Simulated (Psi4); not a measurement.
# Two attempts at AlF2 (SMILES [F][Al][F])

Wanted: a single-point energy of AlF2, ROCISD/cc-pVDZ.

Program for the calculation: Psi4 1.11.

2 further runs of the same task are left out: 1 that didn't finish, 1 set aside as unsound or not needed.

## (1) Starting point

AlF2 has 3 atoms, charge 0, and is taken as a doublet. As SMILES, `[F][Al][F]`. The shape is that of a PBE0-D4/def2-TZVP optimisation.

Bond lengths: F1–Al2 1.647 Å, Al2–F3 1.647 Å. Angles: F1–Al2–F3 119.7°.

## (2) First attempt

Contents of alf2.dat:

```
memory 1.6 GB

molecule molecule1 {
  0 2
  F      1.00722402    -2.57229520     0.25775864
  Al     0.73453654     0.52043057     0.46336085
  F     -1.76216961     1.92941037    -0.74606387
  units bohr
}

set {
  basis cc-pVDZ
  reference rohf
  freeze_core true
  scf_type pk
  diis false
  scf_initial_accelerator none
  guess core
  maxiter 75
}

E, wfn = energy("cisd", return_wfn=True)
```

The run is started by

```
psi4 -n 1 alf2.dat alf2.out
```

alf2.out:

```text
Psi4 1.11 release

   => Loading Basis Set <=

    Name: CC-PVDZ
    Role: ORBITAL
    Keyword: BASIS

         ---------------------------------------------------------
                                   SCF
                             ROHF Reference
                        1 Threads,   1525 MiB Core
         ---------------------------------------------------------

  ==> Geometry <==

    Molecular point group: cs
    Full point group: Cs

    Geometry (in Bohr), charge = 0, multiplicity = 2:

[... 143 lines left out ...]
   @ROHF iter   9:  -434.81816812033151   -1.05616e+01   7.71495e-02
[... 87 lines left out ...]
   @ROHF iter  20:  -425.61652529653372    9.51083e+00   9.21435e-02
[... 10 lines left out ...]
   @ROHF iter  31:  -388.52665989728655    4.12003e-04   1.12273e-01
[... 10 lines left out ...]
   @ROHF iter  42:  -388.52677583812147   -8.78833e-05   1.12273e-01
[... 10 lines left out ...]
   @ROHF iter  53:  -388.52668795486352    8.78833e-05   1.12273e-01
[... 10 lines left out ...]
   @ROHF iter  64:  -388.52677583812113   -8.78833e-05   1.12273e-01
[... 10 lines left out ...]
   @ROHF iter  75:  -388.52668795486306    8.78833e-05   1.12273e-01
[... 1 line left out ...]
PsiException: Could not converge SCF iterations in 75 iterations.

  Failed to converge.

psi4.driver.p4util.exceptions.SCFConvergenceError: Could not converge SCF iterations in 75 iterations.

Printing out the relevant lines from the Psithon --> Python processed input file:
    core.set_global_option("SCF_TYPE", "pk")
    core.set_global_option("DIIS", "false")
    core.set_global_option("SCF_INITIAL_ACCELERATOR", "none")
    core.set_global_option("GUESS", "core")
    core.set_global_option("MAXITER", 75)
--> E, wfn = energy("cisd", return_wfn=True)

!------------------------------------------------------!
!                                                      !
!  Could not converge SCF iterations in 75 iterations. !
!                                                      !
!------------------------------------------------------!

    Psi4 run time: 0:00:00.94
```

Wall time 1.7 s (1 thread of Intel Xeon 6975P-C (Granite Rapids), shared host); peak memory 0.27 GiB.

## (3) What went wrong

The iterations ended before the threshold was met.

The log says `Could not converge SCF iterations in 75 iterations.`. The fault: the convergence aids are set badly. The sound input differs in these keys, not all of which need be the cause: diis at its default in place of no; scf initial accelerator at its default in place of none; starting guess at its default in place of core.

## (4) The mended input

Contents of job.in:

```
memory 1600 MB

molecule mol {
  0 2
  F      1.00722402    -2.57229520     0.25775864
  Al     0.73453654     0.52043057     0.46336085
  F     -1.76216961     1.92941037    -0.74606387
  units au
}

set globals {
  basis cc-pVDZ
  reference rohf
  freeze_core true
  scf_type pk
}

result, w = energy('cisd', return_wfn=True)
```

The run is started by

```
psi4 -n 1 job.in job.out
```

job.out:

```text
[...]
  Running in cs symmetry.
[...]
  Nuclear repulsion =   90.260753071325638
[...]
  Multiplicity = 2
[...]
  Nalpha       = 16
  Nbeta        = 15
[...]
    Number of basis functions: 46
[...]
   @ROHF iter   1:  -440.81220922328919   -1.04387e+00   1.03162e-02 DIIS
[...]
   @ROHF iter  10:  -440.91276842453931   -1.13687e-13   4.81269e-09 DIIS
[...]
    Orbital Energies [Eh]
    ---------------------
    Doubly Occupied:
       1Ap   -58.561040     2Ap   -26.269739     3Ap   -26.269733
       4Ap    -4.970635     5Ap    -3.285842     1App   -3.285012
       6Ap    -3.283710     7Ap    -1.558043     8Ap    -1.549621
       9Ap    -0.698528    10Ap    -0.660004    11Ap    -0.641355
       2App   -0.636212     3App   -0.622146    12Ap    -0.616828
    Singly Occupied:
      13Ap    -0.168260
[...]
  @ROHF Final Energy:  -440.91276842453931
[...]
 Multipole Moments:
 ------------------------------------------------------------------------------------
     Multipole            Electronic (a.u.)      Nuclear  (a.u.)        Total (a.u.)
 ------------------------------------------------------------------------------------
 L = 1.  Multiply by 2.5417464519 to convert [e a0] to [Debye]
 Dipole X            :          0.5565036            0.1678201            0.7243237
 Dipole Y            :          0.3580154            0.1079606            0.4659760
 Dipole Z            :          0.0000000            0.0000000            0.0000000
 Magnitude           :                                                    0.8612656
[...]
Warning: iopen=0,opentype!=closed. Making iopen=1
[...]
   ==> Energetics <==
    SCF energy =         -440.912768424539308
    Total CI energy =    -441.304259988567310
[...]
```

Run time: 31 s. Hardware: 1 thread of Intel Xeon 6975P-C (Granite Rapids), shared host; peak memory 0.3 GiB.

## (5) Summary of results

At ROCISD/cc-pVDZ:

| quantity | value |
| --- | --- |
| total energy | -441.30426 Eh |
| correlation energy (7 core orbitals frozen) | -391.5 mEh |
